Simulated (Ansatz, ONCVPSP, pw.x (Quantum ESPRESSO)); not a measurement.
pw.x on fcc N: one setting changed

Potential: optimised norm-conserving Vanderbilt (ONCV), ONCVPSP 4.0.1.1 (patched build), PBEsol; core [He], reference 2s2 2p2.5; waves: 2s: rc 1.10 bohr, ncon 4, nbas 7, qcut 7.4 1/bohr, 2 projectors, debl 2.9 Ha; 2p: rc 2.25 bohr, ncon 4, nbas 8, qcut 6.1 1/bohr, 1 projector; local part: polynomial inside 0.70 bohr (lpopt 4, dvloc0 2 Ha); core correction: none.

The reference run (k-mesh 18³, cutoffs 170/680 Ry, Fermi–Dirac 0.01 Ry, mixing_beta 0.4, conv_thr 1e-9, no spin) gives 2.97 GPa at 7.215 Å³/atom, where all-electron LAPW gives 0.53 GPa. This run, with its own iteration cap, changes smearing to mv.

```
&control
  calculation='scf', prefix='x', pseudo_dir='./', outdir='./tmp', tstress=.true., disk_io='none'
/
&system
  ibrav=0, nat=1, ntyp=1, ecutwfc=170, ecutrho=680, nbnd=9,
  occupations='smearing', smearing='mv', degauss=0.01
/
&electrons
  conv_thr=1e-09, mixing_beta=0.4, electron_maxstep=70
/
ATOMIC_SPECIES
N 1.0 N.UPF
CELL_PARAMETERS angstrom
  0.00000000 1.53368245 1.53368245
  1.53368245 0.00000000 1.53368245
  1.53368245 1.53368245 0.00000000
ATOMIC_POSITIONS crystal
N 0.0000 0.0000 0.0000
K_POINTS automatic
18 18 18 0 0 0
```

```bash
pw.x < N.scf.in > N.scf.out
```

Q: How does the run end?

A: It converges in 7 iterations; the free energy moves by +20.8 meV/atom and the pressure by -0.72 GPa. This scheme is built to cancel the term in the square of the width that Fermi–Dirac smearing leaves in the F of a metal.

```
Message from routine setup:
     using ibrav=0 with symmetry is DISCOURAGED, use correct ibrav instead
     lattice parameter (alat)  =       4.0987  a.u.
     unit-cell volume          =      48.6892 (a.u.)^3
     number of electrons       =         5.00
     number of Kohn-Sham states=            9
     kinetic-energy cutoff     =     170.0000  Ry
     charge density cutoff     =     680.0000  Ry
     scf convergence threshold =      1.0E-09
     Exchange-correlation= PBESOL
     number of k points=   195  Marzari-Vanderbilt smearing, width (Ry)=  0.0100
     iteration #  1     ecut=   170.00 Ry     beta= 0.40
     total energy              =     -19.20170727 Ry
     estimated scf accuracy    <       0.02758856 Ry
     iteration #  2     ecut=   170.00 Ry     beta= 0.40
     total energy              =     -19.19931011 Ry
     estimated scf accuracy    <       0.00606768 Ry
     iteration #  3     ecut=   170.00 Ry     beta= 0.40
     total energy              =     -19.20000889 Ry
     estimated scf accuracy    <       0.00000479 Ry
     iteration #  4     ecut=   170.00 Ry     beta= 0.40
     total energy              =     -19.20001252 Ry
     estimated scf accuracy    <       0.00000092 Ry
     iteration #  5     ecut=   170.00 Ry     beta= 0.40
     total energy              =     -19.20001267 Ry
     estimated scf accuracy    <       0.00000002 Ry
     iteration #  6     ecut=   170.00 Ry     beta= 0.40
     total energy              =     -19.20001268 Ry
     estimated scf accuracy    <          1.3E-09 Ry
     iteration #  7     ecut=   170.00 Ry     beta= 0.40
     the Fermi energy is     9.2546 ev
!    total energy              =     -19.20001268 Ry
     estimated scf accuracy    <          2.5E-11 Ry
     smearing contrib. (-TS)   =      -0.00007591 Ry
     The total energy is F=E-TS. E is the sum of the following terms:
     one-electron contribution =       3.76203578 Ry
     hartree contribution      =       1.39275775 Ry
     xc contribution           =      -4.58039137 Ry
     ewald contribution        =     -19.77433892 Ry
     convergence has been achieved in   7 iterations
          total   stress  (Ry/bohr**3)                   (kbar)     P=       22.49
     Message from routine punch:
     Nothing written, as per user request (disk_io='none')
```

The run took about 64 s on one core of a shared host (Neoverse-N1, 64 threads, 124 GiB, load 55).
